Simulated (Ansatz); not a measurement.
# H2S with CH2O: structure and interaction energy

One table from this session's results is given with a row withheld; the runs are named, their logs left out.

Method: PBE0-D4 structure, single points in def2-TZVPPD; program: Ansatz 0.2.0, Gaussian basis.

Levels: PBE-D4, revPBE-D4, BLYP-D4, r2SCAN-D4, B97M-V, PBE0-D4, B3LYP-D4, HSE06-D4, wB97X-V, wB97M-V, B2PLYP, Hartree-Fock, MP2, CCSD, CCSD(T). The reference is CCSD(T) extrapolated to the basis limit.

Cores are frozen in the correlated methods. B3LYP uses VWN-RPA correlation. B2PLYP carries no dispersion term here.

176 further runs of the same task are left out: 176 set aside as unsound or not needed.

### Where the work starts

The pair, from a GFN2-xTB docking trial: 7 atoms, charge 0, spin multiplicity 1.

Atoms are counted from 1 here; the program's logs count them from 0.

Bond lengths: S1–H2 1.325 Å, S1–H3 1.331 Å, C4–O5 1.196 Å, C4–H6 1.101 Å, C4–H7 1.102 Å. Angles: H2–S1–H3 92.3°, O5–C4–H6 122.2°, O5–C4–H7 122.7°, H6–C4–H7 115.0°.

Geometry (Å):

```
S    -0.4020    0.7582   -2.2644
H     0.0319   -0.4272   -2.6681
H     0.3515    0.7201   -1.1681
C     0.0014   -0.2638    1.5263
O     0.8633    0.0548    0.7605
H     0.2088   -0.8571    2.4303
H    -1.0548    0.0151    1.3836
```

Atoms 1 to 3 are fragment A (H2S), the rest fragment B (CH2O).

The first run:

Input file pre/in.yaml:

```yaml
crystal:
  periodic: [false, false, false]
  atoms:
    - {symbol: S, position_ang: [-0.402000, 0.758200, -2.264400]}
    - {symbol: H, position_ang: [0.031900, -0.427200, -2.668100]}
    - {symbol: H, position_ang: [0.351500, 0.720100, -1.168100]}
    - {symbol: C, position_ang: [0.001400, -0.263800, 1.526300]}
    - {symbol: O, position_ang: [0.863300, 0.054800, 0.760500]}
    - {symbol: H, position_ang: [0.208800, -0.857100, 2.430300]}
    - {symbol: H, position_ang: [-1.054800, 0.015100, 1.383600]}
basis:
  gaussian: {orbitals: def2-SVP}
hamiltonian: {xc: pbe, dispersion: d4}
relax: {f_tol: 0.03, max_steps: 250}
```

Launch:

```sh
$ ansatz run in.yaml --threads 2 --pin off --events-out ev --progress --plain --max-ram 5222MiB
```

Steps of the session up to this table: A first relaxation in a small basis; Relaxation at PBE0-D4; PBE-D4/def2-TZVPPD; r2SCAN-D4/def2-TZVPPD; PBE0-D4/def2-TZVPPD; B3LYP-D4/def2-TZVPPD; wB97X-V/def2-TZVPPD; wB97M-V/def2-TZVPPD; B2PLYP/def2-TZVPPD; BLYP-D4/def2-TZVPPD; revPBE-D4/def2-TZVPPD; B97M-V/def2-TZVPPD; HSE06-D4/def2-TZVPPD; CCSD(T)/def2-TZVPPD; MP2/def2-QZVPPD; Vibrations of the pair.

One of the session's tables, all rows but one given; the rest of the session is left out.

```
      method  interaction (kJ/mol)
      PBE-D4                -14.27
   revPBE-D4                -11.99
     BLYP-D4                -12.10
   r2SCAN-D4                -13.09
      B97M-V                -12.78
     PBE0-D4                -13.67
    B3LYP-D4                     ?
    HSE06-D4                -13.62
     wB97X-V                -12.42
     wB97M-V                -12.11
      B2PLYP                 -9.12
Hartree-Fock                 -3.10
         MP2                -11.47
        CCSD                 -9.07
     CCSD(T)                -10.49
 CCSD(T)/CBS                -12.44
```

**Question.** Estimate the row for B3LYP-D4.

As computed: interaction (kJ/mol): -12.74. In the column «interaction (kJ/mol)» it lies between B97M-V (-12.78) and CCSD(T)/CBS (-12.44).
